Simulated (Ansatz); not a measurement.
# Relaxing Sr₂Rh

Level of theory: Ansatz 0.2.0, DFT r2SCAN, scalar-relativistic, plane waves, PAW. Cutoff 500 eV, Γ-centred k mesh, Gaussian smearing, no spin polarisation in the final step.

This is the end of a relaxation of cell and atoms.

```yaml
crystal:
  lattice:
    - [0.00000, 4.45068, 4.45068]
    - [4.45068, 0.00000, 4.45068]
    - [4.45068, 4.45068, 0.00000]
  atoms:
    - { symbol: Sr, position: [0.12500, 0.12500, 0.12500] }
    - { symbol: Sr, position: [0.62500, 0.12500, 0.12500] }
    - { symbol: Sr, position: [0.12500, 0.12500, 0.62500] }
    - { symbol: Sr, position: [0.12500, 0.62500, 0.12500] }
    - { symbol: Rh, position: [0.50000, 0.50000, 0.50000] }
    - { symbol: Rh, position: [0.75000, 0.75000, 0.75000] }
```

Formation energies are uncorrected and refer to the elements' standard structures at the same level.

Task: What space group does it have?

Result: Fd-3m (No. 227). Conventional cell: a = 8.901 Å. Sr is coordinated by 6 Sr at 3.15 Å and 6 Rh at 3.69 Å; Rh is coordinated by 12 Sr at 3.69 Å and 4 Rh at 3.85 Å.

Task: What is its formation energy per atom?

Result: 1.08 eV/atom.

Task: Is it a metal?

Result: Yes, bands cross the Fermi level on the 8×8×8 mesh.

The final run used a 8×8×8 mesh on its 6-atom cell and 0.10 eV smearing. The k mesh leaves about 4 meV/atom of noise in metals. The cell came from a trial start, so Sr₂Rh may not exist in this structure.

Cost: 3 runs of about 1.2 core-minutes in all, on AMD EPYC 9B45 (Zen 5) (shared hosts).